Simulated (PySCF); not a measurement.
Which level of theory gave which numbers?

C4H5FO.
Z-matrix (Å and degrees, PBE0-D3(BJ)/def2-SVP geometry), rows numbered from 1:
```
O 
C   1  1.1866
F   2  1.3400  1  120.71
C   2  1.4743  1  127.71  3  -179.79
C   4  1.5136  2  116.68  1    34.46
C   5  1.4807  4   60.69  2  -106.46
H   4  1.0911  2  115.51  1  -179.10
H   5  1.0923  4  116.41  6  -110.12
H   5  1.0927  4  116.16  6   108.72
H   6  1.0923  4  116.62  5   110.23
H   6  1.0928  4  115.83  5  -108.68
```

The closed-shell ground state was solved 3 times with PySCF (density fitting, gas phase), always with PBE0, in these basis sets: 6-31G, 6-31G* and STO-3G.

```json
{"row": "P", "total energy (Eh)": "-330.1223", "HOMO (eV)": "-8.53", "LUMO (eV)": "0.02", "dipole (D)": "3.12"}
{"row": "Q", "total energy (Eh)": "-330.0236", "HOMO (eV)": "-8.76", "LUMO (eV)": "-0.37", "dipole (D)": "3.48"}
{"row": "R", "total energy (Eh)": "-325.7683", "HOMO (eV)": "-5.03", "LUMO (eV)": "3.08", "dipole (D)": "1.92"}
```

**Question.** Which basis belongs to which row?

**Answer.** P = 6-31G*, Q = 6-31G, R = STO-3G. From the lowest total energy up: 6-31G* (94 functions) 0 eV; 6-31G (64 functions) +2.68 eV; STO-3G (35 functions) +118.48 eV.

One conformer stands for the species.
